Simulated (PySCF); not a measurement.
Run record: geometry optimisation, `C=CP(C)C`.

Computed with PBE0-D3(BJ)/def2-SVP geometry optimisation, gas phase (PySCF 2.14.0). Start geometry: GFN2-xTB. The input is one job of a driver script: a line of settings, then coordinates in Å.

Command:
```bash
OMP_NUM_THREADS=1 python probes_run.py task.json out
```

Input:
```
{"job": {"xc": "PBE0", "basis": "def2-SVP", "d3": "d3bj", "grid": 1, "shake": 0.01, "kind": "geom"}, "charge": 0, "multiplicity": 1}
C      2.144460    -0.465370     0.018570
C      0.962940    -0.839400     0.521660
P     -0.459740     0.224100     0.964470
C     -0.225750     1.577640    -0.287110
C     -1.746860    -0.775880     0.093430
H      2.926310    -1.128030    -0.172200
H      2.327380     0.585660    -0.244740
H      0.840060    -1.868720     0.793410
H      0.530780     2.260750     0.042840
H     -1.194400     2.133170    -0.313410
H     -0.041420     1.164720    -1.258890
H     -1.468650    -0.952420    -0.928340
H     -1.899820    -1.708630     0.610410
H     -2.702450    -0.222680     0.152150
```

Output:
```
step   0  E = -498.62792483  max force = 0.036018
step   1  E = -498.63363085  max force = 0.011647
step   2  E = -498.63400696  max force = 0.001990
step   3  E = -498.63404968  max force = 0.001285
step   4  E = -498.63406673  max force = 0.001653
step   5  E = -498.63407870  max force = 0.000676
step   6  E = -498.63408578  max force = 0.000878
step   7  E = -498.63409136  max force = 0.000475
step   8  E = -498.63409284  max force = 0.000123
optimisation converged
```

Energies in Eh; «max force» is the largest Cartesian gradient component in Eh/bohr.

Task: How much energy does the optimisation release, in kcal/mol?

Result: E(step 0) − E(last step) = 0.006168 Eh, which is 3.9 kcal/mol.

Task: Give the first gradient maximum in eV/Å.

Result: With 1 Eh/bohr = 51.422 eV/Å, 1.852 eV/Å.

Main results: final energy -498.63409 Eh after 8 steps; dipole 1.18 D.

On an Arm Neoverse V1 with one thread, shared host, this took 41 s wall and 0.50 GiB of memory at its peak.
Labels such as C1 count atoms from 1, the log's own numbers from 0.
